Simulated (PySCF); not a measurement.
# difluorophosphane (PHF2): geometry, spin-spin couplings

Wanted: the spin-spin couplings of difluorophosphane (PHF2) (`FPF`), by calculation.

Computed with PySCF 2.14.0, with density-fitted response routines of our own, on a single molecule in the gas phase. Atoms are numbered from 0 throughout.

### 1 The starting structure

4 atoms, charge 0, multiplicity 1; geometry from: GFN2-xTB.

Bonds of the start (Å): F0–P1 1.62, P1–F2 1.62, P1–H3 1.42.

### 2 Relaxing the molecule at PBE0-D3(BJ)/def2-SVP

The job: settings as JSON, then the geometry in Å.

```
{"job": {"xc": "PBE0", "basis": "def2-SVP", "d3": "d3bj", "grid": 1, "kind": "geom"}, "charge": 0, "multiplicity": 1}
F     -1.148061    -0.707186    -0.206820
P     -0.002017     0.075887     0.621805
F      1.226903    -0.570246    -0.205903
H     -0.066592     1.206318    -0.231936
```

Started as:

```console
OMP_NUM_THREADS=1 python probes_run.py task.json out
```

One launch serves the whole session: the jobs run in the order shown.

**Question.** This job is followed by: B3LYP/cc-pVTZ indirect spin-spin coupling, non-relativistic, gas phase; B3LYP/6-31G* indirect spin-spin coupling, non-relativistic, gas phase. What will the session give for the following? point group; rotational constants (main isotopes); largest coupling of the table (B3LYP/cc-pVTZ); range of J(F0,P1), mean over like pairs.

As calculated:

| quantity | value |
| --- | --- |
| point group | Cs |
| rotational constants (main isotopes) | 23.90, 8.54, 6.61 GHz |
| largest coupling of the table (B3LYP/cc-pVTZ) | ¹J(F,P) F0–P1, -1134.3 Hz |
| range of J(F0,P1), mean over like pairs | -1134.3 to -928.7 Hz |

**Reading.** Relaxing lowered the energy by 0.059 eV in 6 steps; the close pair that moved most is P1–H3, from 1.418 to 1.442 Å. No frequency check was run at this level, so the end point may be a saddle. In the run at B3LYP/cc-pVTZ, the largest coupling of the table is F0–P1 (mean over like pairs), -1134.3 Hz, of which the Fermi-contact term gives -996.6 Hz. Density functionals describe couplings to fluorine poorly, F–F couplings above all, so those rows are rough. The coupling F0–P1, as a mean over pairs of its kind, runs from -1134.3 Hz (B3LYP/cc-pVTZ) to -928.7 Hz (B3LYP/6-31G*). Couplings from bases without tight functions are rough.
